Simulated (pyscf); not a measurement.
Single points on ωB97X-D3(BJ)/def2-SVP structures (PySCF, gas phase).

Q: Estimate by transition-state theory the rate constant of CH₄ (SMILES C) + H₃C–SiH₂• (SMILES C[SiH2]) -> H₃C–SiH₂–CH₃ (SMILES C[SiH2]C) + H• (SMILES [H]) (doublet surface; C–H broken, C–Si formed) at 600 K, with ωB97M-D3(BJ)/def2-TZVP energies (ideal gas, 1 atm, RRHO with modes under 100 cm⁻¹ raised to 100, one conformer, R ln 2 for chiral ones without a mode under 150 cm⁻¹; no tunnelling).

A: The electronic barrier is 46.2 kcal/mol and the thermal terms add +14.6, so ΔG‡ = 60.9 kcal/mol. With k_BT/h = 1.25e+13 s⁻¹ and RT = 1.192 kcal/mol, and a volume of 8.18e-20 cm³ per molecule at 1 atm, k = 7.0e-29 cm³ molecule⁻¹ s⁻¹. Wigner's tunnelling factor for 1479i cm⁻¹ would be 1.52, likely too low at so high a frequency. A shift of 1 kcal/mol in the barrier changes k by a factor 2.3. One saddle was located; it need not be the lowest between these sides. The angle at the attacked C is 178°.
